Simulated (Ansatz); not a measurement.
P₅⁺. The state is a singlet with charge 1. Geometry B3LYP-D4/def2-SVP; atoms count from 1.

Cartesian coordinates in Å:
```
P 0.544 -1.253 0.329
P -0.421 -0.193 -1.538
P -1.553 -0.183 0.368
P 1.280 0.810 -0.532
P 0.149 0.820 1.373
```

The structure comes from a short search, and lower isomers may exist.

Q: Estimate the Mulliken populations from the PBE0/def2-TZVP orbitals of Ansatz.

A: 
| atom | charge (e) |
| --- | --- |
| P1 | 0.19 |
| P2 | 0.20 |
| P3 | 0.20 |
| P4 | 0.20 |
| P5 | 0.20 |
Mulliken values depend strongly on the basis.

Q: And the Mayer bond orders between heavy atoms (over 0.3)?

A: P1–P2 0.80 (2.35 Å); P1–P3 0.80 (2.35 Å); P1–P4 0.80 (2.35 Å); P1–P5 0.80 (2.35 Å); P2–P3 1.07 (2.22 Å); P2–P4 1.07 (2.22 Å); P3–P5 1.07 (2.22 Å); P4–P5 1.07 (2.22 Å).
